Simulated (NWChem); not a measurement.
Correlation energy of O₂ (+1)

```xyz
2

O      0.0000     0.0000     0.5535
O      0.0000     0.0000    -0.5535
```
Charge +1, spin multiplicity 2.

Everything below was run with NWChem. All single points use one geometry, from UB3LYP/def2-SVP, a minimum by its harmonic frequencies.

Basis set: cc-pVDZ. Each correlation energy counts from its own Hartree-Fock reference.

The correlated methods keep 2 core orbitals frozen. The structure started from a generated list of species. The unpaired electrons of the parent sit in orbitals of symmetry b3g (D2h labels of the run); other states weren't searched. No SCF solution was tested for a lower state. Open-shell Hartree-Fock references start from PBE0 orbitals. No row is a measurement; the coupled-cluster row has its own basis-set and correlation limits.

### Question
One of these methods gave a correlation energy of -366.7 mHa. Which?
A) UMP2
B) CCSD[T] on ROHF
C) CCSD on UHF
D) CCSD[T] on UHF

### Answer
C, CCSD on UHF. The others give -373.5 (UMP2), -380.5 (CCSD[T] on UHF), -388.6 (CCSD[T] on ROHF).
